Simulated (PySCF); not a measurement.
Gas-phase XPS of `N#CCCS`, computed

C3H5NS.
Cartesian coordinates in Å at the PBE0-D3(BJ)/def2-SVP level; atoms count from 1:
```xyz
10
C3H5NS angstrom
N      2.8908   -0.0828    0.5525
C      1.7486   -0.2597    0.4974
C      0.3049   -0.4492    0.4105
C     -0.4010    0.7550   -0.2136
S     -2.2035    0.5716   -0.2708
H      0.1083   -1.3583   -0.1810
H     -0.0945   -0.6387    1.4193
H     -0.2243    1.6545    0.3946
H     -0.0051    0.9676   -1.2173
H     -2.2312   -0.3997   -1.2090
```

Method: delta-SCF UKS SCAN, pcX-2 on the ionised atom, pcseg-1 elsewhere, spin-free X2C (PySCF). Binding energies are ΔSCF values: E(core-ionised, relaxed orbitals) − E(ground state) at a fixed geometry, referred to the vacuum level.

Problem. List the computed XPS lines with their assignment.

Solution. 
```json
{"atom(s)": "C4", "bonded to": "S, C and 2 H", "level": "C 1s", "binding energy (eV)": "292.26", "above the level's lowest (eV)": "0.00", "count": "1"}
{"atom(s)": "C2", "bonded to": "N (triple bond) and C", "level": "C 1s", "binding energy (eV)": "292.47", "above the level's lowest (eV)": "+0.21", "count": "1"}
{"atom(s)": "C3", "bonded to": "2 C and 2 H", "level": "C 1s", "binding energy (eV)": "292.63", "above the level's lowest (eV)": "+0.37", "count": "1"}
{"atom(s)": "N1", "bonded to": "C (triple bond)", "level": "N 1s", "binding energy (eV)": "405.25", "above the level's lowest (eV)": "0.00", "count": "1"}
{"atom(s)": "S5", "bonded to": "C and H", "level": "S 1s", "binding energy (eV)": "2477.92", "above the level's lowest (eV)": "0.00", "count": "1"}
```

Lowest listed C 1s: C4, bonded to S, C and 2 H. Highest, 0.37 eV above it: C3, bonded to 2 C and 2 H. Summing the Pauling electronegativity differences to the bonded atoms, each weighted by its formal bond order, gives -0.67 for the lowest site and -0.70 for the highest; the largest sum, +1.47, belongs to C2, 0.16 eV below the top. The smallest sum, -0.70, belongs to C3, 0.37 eV above the lowest.

Problem. Which photon energy gives electrons from S 1s of S5 a kinetic energy of 150 eV, and what is their de Broglie wavelength?

Solution. hν = 2477.92 + 150 = 2627.92 eV, recoil neglected; λ = 12.264 Å/√(E/eV) = 1.00 Å.

Not every level is listed. Isolated species at its PBE0-D3(BJ)/def2-SVP geometry (one conformer only).
